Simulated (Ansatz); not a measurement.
# Yttrium, hcp under PBE: how the Gaussian smearing moves the result

How small must the Gaussian smearing width be for energy and pressure to settle? The geometry was relaxed under PBE beforehand and stays fixed; 7 values are run, from 0.01 to 1.0 eV. Wanted are the values from which on the energy stays within 10 and 1 meV/atom, and the pressure within 0.5 GPa, of the narrowest run. Within the series other settings stay, but some runs also write fields, which adds to their time. Spin polarisation is left out.

Program: Ansatz 0.2.0. Level of theory: DFT PBE, plane waves with PAW, scalar-relativistic. These are calculated values, not measurements.

### Step 1. Starting point

Symmetry: P6_3/mmc, No. 194, hexagonal system. Conventional cell: a = 3.654 Å, b = 3.654 Å, c = 5.699 Å, α = 90.00°, β = 90.00°, γ = 120.00°. Y (site symmetry -6m2) has 12 Y at 3.55 to 3.65 Å as nearest neighbours.

Coordinates:

```cif
data_structure
_symmetry_space_group_name_H-M 'P 1'
_symmetry_Int_Tables_number 1
_cell_length_a 3.6535
_cell_length_b 3.6535
_cell_length_c 5.6989
_cell_angle_alpha 90.000
_cell_angle_beta 90.000
_cell_angle_gamma 120.000
_cell_volume 65.88
loop_
_atom_site_label
_atom_site_type_symbol
_atom_site_fract_x
_atom_site_fract_y
_atom_site_fract_z
_atom_site_occupancy
Y1 Y 0.33333 0.66667 0.25000 1
Y2 Y 0.66667 0.33333 0.75000 1
```

### Step 2. Run at 0.01 eV

The run at 0.01 eV.

File input.yaml:

```yaml
crystal:
  lattice:
    - [3.6535431712, 0.0, 0.0]
    - [-1.8267715856, 3.1640612001, 0.0]
    - [0.0, 0.0, 5.6988610241]
  atoms:
    - { symbol: "Y", position: [0.3333333333, 0.6666666667, 0.25] }
    - { symbol: "Y", position: [0.6666666667, 0.3333333333, 0.75] }
hamiltonian:
  xc: pbe
  pseudopotentials:
    kind: paw
    azcp:
      "Y": "pseudopotentials/Y.paw.azcp"
basis:
  ecutwfc: 420
  fft_grid_basis: typed
kpoints:
  mp_grid: { grid: [10, 10, 6], shift: [0, 0, 0] }
magnetization:
  spin_polarized: false
scf:
  occupations: { method: gaussian, width: 0.01 }
  lower_state_search: "off"
output:
  stress: true
```

Started as:

```bash
$ ansatz run input.yaml --threads 1 --pin off --max-ram 3584MiB --backend cpu --events-out ev --progress --plain --runs-dir out
```

### Step 3. Run at 0.03 eV

The run at 0.03 eV.

input.yaml, as its differences from that of step 2:

```diff
@@ -22,3 +22,3 @@
 scf:
-  occupations: { method: gaussian, width: 0.01 }
+  occupations: { method: gaussian, width: 0.03 }
   lower_state_search: "off"
@@ -26 +26,5 @@
   stress: true
+  write_density: true
+  write_potential: true
+  elf: true
+  volumetric_format: npy
```

### Step 4. Run at 0.1 eV

The run at 0.1 eV.

input.yaml, as its differences from that of step 3:

```diff
@@ -22,3 +22,3 @@
 scf:
-  occupations: { method: gaussian, width: 0.03 }
+  occupations: { method: gaussian, width: 0.1 }
   lower_state_search: "off"
```

### Step 5. Run at 0.2 eV

The run at 0.2 eV.

input.yaml, as its differences from that of step 4:

```diff
@@ -22,3 +22,3 @@
 scf:
-  occupations: { method: gaussian, width: 0.1 }
+  occupations: { method: gaussian, width: 0.2 }
   lower_state_search: "off"
@@ -26,5 +26 @@
   stress: true
-  write_density: true
-  write_potential: true
-  elf: true
-  volumetric_format: npy
```

### Step 6. Run at 0.3 eV

The run at 0.3 eV.

input.yaml, as its differences from that of step 5:

```diff
@@ -22,3 +22,3 @@
 scf:
-  occupations: { method: gaussian, width: 0.2 }
+  occupations: { method: gaussian, width: 0.3 }
   lower_state_search: "off"
```

### Step 7. Run at 0.6 eV

The run at 0.6 eV.

input.yaml, as its differences from that of step 6:

```diff
@@ -22,3 +22,3 @@
 scf:
-  occupations: { method: gaussian, width: 0.3 }
+  occupations: { method: gaussian, width: 0.6 }
   lower_state_search: "off"
```

### Step 8. Run at 1.0 eV

The run at 1.0 eV.

input.yaml, as its differences from that of step 7:

```diff
@@ -22,3 +22,3 @@
 scf:
-  occupations: { method: gaussian, width: 0.6 }
+  occupations: { method: gaussian, width: 1.0 }
   lower_state_search: "off"
```

(Steps that only read results are left out.)

Before running it: what results should come out?

As calculated:

| quantity | value |
| --- | --- |
| E(σ → 0) stays within 10 meV/atom of 0.01 eV | up to 0.3 eV |
| E(σ → 0) stays within 1 meV/atom | up to 0.1 eV |
| pressure stays within 0.5 GPa | up to 0.3 eV |
| pressure at 0.01 eV | -0.18 GPa |
| energy of a separate run on a finer mesh (16×16×9) | +1.9 meV/atom from 0.01 eV |

The far end, 1.0 eV, lies -26.7 meV/atom and +1.5 GPa from the yardstick. Over the range F shifts by -389.9 meV/atom, while E(σ → 0) shifts by -26.7. In theory F falls as the square of the width under this scheme, but here the ratio is not steady: the mesh at narrow widths, or a density of states that varies over the wide ones, can both cause that. The mesh (10×10×6) is fixed, so the narrowest widths carry a k-point error of their own. The yardstick itself is unsettled by 1.9 meV/atom against the finer mesh, so the thresholds above hold only within this series, and wider smearing, which averages over more states, can land nearer the fine-mesh value than the narrowest does.
